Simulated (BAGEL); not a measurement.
# [CF2]+ (SMILES F[C+]F) at ROHF/cc-pVTZ (density fitting with cc-pvqz-jkfit)

What is the vertical doublet–quartet gap of [CF2]+ at ROHF/cc-pVTZ (density fitting with cc-pvqz-jkfit)? 

The results are computed with BAGEL 1.2.2.

3 further runs of the same task are left out: 3 set aside as unsound or not needed.

## 1. Starting point

[CF2]+ has 3 atoms, charge +1, and is taken as a doublet. SMILES: `F[C+]F`. Geometry: relaxed at PBE0-D4/def2-TZVP.

Bond lengths: F1–C2 1.214 Å, C2–F3 1.214 Å. Angles: F1–C2–F3 124.6°.

## 2. A single-point energy at ROHF/cc-pVTZ (density fitting with cc-pvqz-jkfit)

hf.json

```json
{ "bagel": [

{
  "title": "molecule",
  "basis": "cc-pvtz.json",
  "df_basis": "cc-pvqz-jkfit",
  "angstrom": true,
  "geometry": [
    { "atom": "F", "xyz": [       0.379110,       0.972980,       0.316190 ] },
    { "atom": "C", "xyz": [       0.275710,      -0.221360,       0.127270 ] },
    { "atom": "F", "xyz": [      -0.654830,      -0.751620,      -0.443470 ] }
  ]
},

{ "title": "rohf", "charge": 1, "nopen": 1 },

{ "title": "print", "file": "orbitals.molden", "orbitals": true }

]}
```

The basis set cc-pVTZ is read from a file made from the Basis Set Exchange's data (not shown).

Run with:

```console
$ BAGEL_NUM_THREADS=1 BAGEL hf.json > hf.out
```

The program printed:

```text
* using 1 threads per process

  ===============================================================
  ===============================================================

  *** Geometry ***

  { "atom" : "F", "xyz" : [      0.716414,      1.838666,      0.597513 ] },
  { "atom" : "C", "xyz" : [      0.521016,     -0.418310,      0.240505 ] },
  { "atom" : "F", "xyz" : [     -1.237449,     -1.420356,     -0.838037 ] },

  Number of auxiliary basis functions:      318

  Since a DF basis is specified, we compute 2- and 3-index integrals:
    o Being stored without compression. Storage requirement is 0.021 GB

  Number of basis functions:       90
  Number of electrons      :       24

    * METHOD: MOLECULE                             0.15

  *** Open-shell HF ***

  === Nuclear Repulsion ===
    67.0332566934

      * DIIS with orbital gradients will be used.

  === ROHF iteration (cc-pvtz.json) ===
      0       -236.13033385          0.05395799           0.06
      1       -236.26506489          0.04063673           0.06
      2       -236.32606778          0.02638648           0.06
      3       -236.37743782          0.00178186           0.06
      4       -236.37830919          0.00071897           0.06
      5       -236.37860717          0.00022881           0.06
      6       -236.37866744          0.00004895           0.06
      7       -236.37869969          0.00001191           0.06
      8       -236.37870163          0.00000347           0.06
      9       -236.37870208          0.00000097           0.06
     10       -236.37870209          0.00000035           0.06
     11       -236.37870214          0.00000013           0.06
     12       -236.37870214          0.00000003           0.06
     13       -236.37870214          0.00000001           0.06
    * SCF iteration converged.

    * S^2 (ROHF) is 0.7500

    * Permanent dipole moment:
           (   -0.437191,     0.351010,    -0.201813) a.u.

    * METHOD: ROHF                                 0.95

    * METHOD: PRINT                                0.04

  ===============================================================
```

It took 1.6 s on 1 thread of AMD EPYC 7R43 (Zen 3), shared host; peak memory 0.081 GiB.

## 3. The quartet

job.json

```json
{ "bagel" : [

{
  "title" : "molecule",
  "basis" : "cc-pvtz.json",
  "df_basis" : "cc-pvqz-jkfit",
  "angstrom" : true,
  "geometry" : [
    { "atom" : "F", "xyz" : [       0.379110,       0.972980,       0.316190 ] },
    { "atom" : "C", "xyz" : [       0.275710,      -0.221360,       0.127270 ] },
    { "atom" : "F", "xyz" : [      -0.654830,      -0.751620,      -0.443470 ] }
  ]
},

{
  "title" : "rohf",
  "charge" : 1,
  "nopen" : 3
},

{
  "title" : "print",
  "file" : "orbitals.molden",
  "orbitals" : true
}

]}
```

The basis set cc-pVTZ is read from a file made from the Basis Set Exchange's data (not shown).

Run with:

```console
$ BAGEL_NUM_THREADS=1 BAGEL job.json > job.out
```

The program printed:

```text
* using 1 threads per process

  ===============================================================
  ===============================================================

  *** Geometry ***

  { "atom" : "F", "xyz" : [      0.716414,      1.838666,      0.597513 ] },
  { "atom" : "C", "xyz" : [      0.521016,     -0.418310,      0.240505 ] },
  { "atom" : "F", "xyz" : [     -1.237449,     -1.420356,     -0.838037 ] },

  Number of auxiliary basis functions:      318

  Since a DF basis is specified, we compute 2- and 3-index integrals:
    o Being stored without compression. Storage requirement is 0.021 GB

  Number of basis functions:       90
  Number of electrons      :       24

    * METHOD: MOLECULE                             0.12

  *** Open-shell HF ***

  === Nuclear Repulsion ===
    67.0332566934

      * DIIS with orbital gradients will be used.

  === ROHF iteration (cc-pvtz.json) ===
      0       -235.93444716          0.03111155           0.07
      1       -236.03671164          0.01628893           0.06
      2       -236.05359855          0.00734285           0.05
      3       -236.06024474          0.00156778           0.05
      4       -236.06062872          0.00032859           0.05
      5       -236.06076336          0.00011734           0.05
      6       -236.06077030          0.00006490           0.05
      7       -236.06077546          0.00004310           0.05
      8       -236.06077815          0.00001164           0.05
      9       -236.06077922          0.00000565           0.05
     10       -236.06077912          0.00000644           0.05
     11       -236.06077891          0.00000618           0.05
     12       -236.06077886          0.00000491           0.05
     13       -236.06077892          0.00000196           0.05
     14       -236.06077886          0.00000086           0.05
     15       -236.06077887          0.00000037           0.06
     16       -236.06077885          0.00000020           0.05
     17       -236.06077886          0.00000015           0.05
     18       -236.06077885          0.00000010           0.06
     19       -236.06077885          0.00000010           0.06
     20       -236.06077885          0.00000005           0.06
     21       -236.06077885          0.00000002           0.06
     22       -236.06077885          0.00000001           0.05
     23       -236.06077885          0.00000001           0.06
     24       -236.06077885          0.00000001           0.06
     25       -236.06077885          0.00000001           0.06
     26       -236.06077885          0.00000001           0.05
     27       -236.06077885          0.00000001           0.05
    * SCF iteration converged.

    * S^2 (ROHF) is 3.7500

    * Permanent dipole moment:
           (   -0.075743,     0.060825,    -0.034963) a.u.

    * METHOD: ROHF                                 1.60

    * METHOD: PRINT                                0.04

  ===============================================================
```

Run time: 2.2 s. Hardware: 1 thread of AMD EPYC 7R43 (Zen 3), shared host; peak memory 0.15 GiB.

## 4. Outcome

Level: ROHF/cc-pVTZ (density fitting with cc-pvqz-jkfit).

```
                                        quantity          value
                           doublet: total energy  -236.37870 Eh
                                   doublet: ⟨S²⟩          0.750
                           quartet: total energy  -236.06078 Eh
                                   quartet: ⟨S²⟩          3.750
vertical energy of the quartet above the doublet       8.651 eV
```

What this shows: At this shape the quartet lies 8.65 eV (199 kcal/mol) above the doublet.
